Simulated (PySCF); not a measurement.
## F: ionisation energy

F [He] 2s2 2p5 (2P) → F+ [He] 2s2 2p4 (3P), as a difference of total energies. All numbers are calculated (PySCF 2.14, the spin-free X2C one-electron Hamiltonian (Gaussian nucleus), in dyall-acv3z (15s9p4d2f, 76 functions)). Correlated levels: valence and next inner shell: nothing frozen; virtual orbitals above 40 to 60 times the deepest correlated orbital energy dropped. The calculations carry no spin-orbit coupling.

```
                                method  ionisation energy (eV)
                                   UHF                  15.637
    MP2 (valence and next inner shell)                  17.303
SCS-MP2 (valence and next inner shell)                  17.286
   CCSD (valence and next inner shell)                  17.192
CCSD(T) (valence and next inner shell)                  17.255
```

Problem. How much does correlation contribute at CCSD(T) (valence and next inner shell)?

Solution. 17.255 − (15.637) = 1.618 eV, measured against UHF.

Errors of the correlated levels include the incompleteness of this basis.

For comparison: 17.427 eV (measured; NIST levels, between the centres of gravity of the two terms).
